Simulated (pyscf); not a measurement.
Single points on ωB97X-D3(BJ)/def2-SVP structures (PySCF, gas phase). Correlated levels are frozen-core, on RHF or UHF. ΔMP2 is the change of the MP2 total energy from the triple- to the quadruple-zeta basis.

Q: For H₂Se + F–GeH₃ → H₃Ge–SeH + HF, a four-centre exchange (singlet surface; H–Se, F–Ge broken, Ge–Se, F–H formed), PBE/def2-TZVP gives ΔE‡ = 88.9 kJ/mol and ΔE = +1.7 kJ/mol (zero: the separated reactants). In which direction and how far do PBE0-D3(BJ)/def2-TZVP, M06-2X/def2-TZVP, CCSD(T)/def2-TZVPP + ΔMP2(QZVPP) move these?

A: PBE0-D3(BJ): ΔE‡ = 100.5 kJ/mol, ΔE = -5.9 kJ/mol; M06-2X: ΔE‡ = 119.3 kJ/mol, ΔE = +10.8 kJ/mol; CCSD(T): ΔE‡ = 126.6 kJ/mol, ΔE = -5.1 kJ/mol. PBE's barrier lies under all of them, by 11.6 to 37.7 kJ/mol. Its reaction energy lies among theirs. Low barriers are usual for a GGA, whose delocalisation error favours stretched bonds. On the product side the descent ends in a complex, 26.5 kJ/mol under the separated species and 147.7 kJ/mol under the saddle at ωB97X-D3(BJ)/def2-TZVP. At ωB97X-D3(BJ) the barrier from the zero used here is 111.3 kJ/mol. One saddle was located; it need not be the lowest between these sides. The CCSD(T) − MP2 part came from Ansatz, without density fitting, on the same reference. The frozen core leaves the outer d or s,p core shells of the metals and heavy elements correlated in the MP2 and CC values, and def2-TZVPP describes them poorly, which can shift differences by a few kcal/mol. Elements up to Kr have no core potential and no relativistic terms here.
